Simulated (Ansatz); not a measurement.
System: antifluorite Mg2Ge. Method: B3LYP (VWN-RPA form) in Ansatz (plane waves, PAW).

Settings: plane-wave cutoff 460 eV, 8×8×8 k mesh, Fermi–Dirac smearing 0.01 eV, scalar-relativistic PAW data made under PBE.

Computed at the level's own relaxed cell.

Task: Give the computed smallest direct gap on the k points sampled, equilibrium lattice constant a and bulk modulus B0.

Result: 
* **smallest direct gap on the k points sampled**: 1.99 eV
* **equilibrium lattice constant a**: 6.411 Å
* **bulk modulus B0**: 51.5 GPa

Measured, for comparison: lattice constant a 6.385 Å (temperature not stated, not corrected to a static lattice; as tabulated in Grosch, Range, J. Alloys Compd. 235, 250 (1996)). Computed (rounded) less measured: lattice constant a +0.4 %.

Spin–orbit coupling is not included.

Computed values are for the static lattice.

Ansatz is a quantum-chemistry and plane-wave program.
